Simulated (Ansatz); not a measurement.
`O[SiH][SiH3]`, charge 0, multiplicity 2.

(1) Give a relaxed structure at PBE0-D4/def2-TZVP (Ansatz 0.2.0). (Estimate.)

Results:

(1) Computed: 
Z-matrix (Å, degrees):
```
Si
Si 1 2.344
H 1 1.491 2 114.5
H 1 1.489 2 108.6 3 -120.8
H 1 1.488 2 108.0 3 121.6
O 2 1.657 1 114.2 3 61.6
H 2 1.490 1 113.1 3 -58.0
H 6 0.959 2 116.9 1 52.3
```
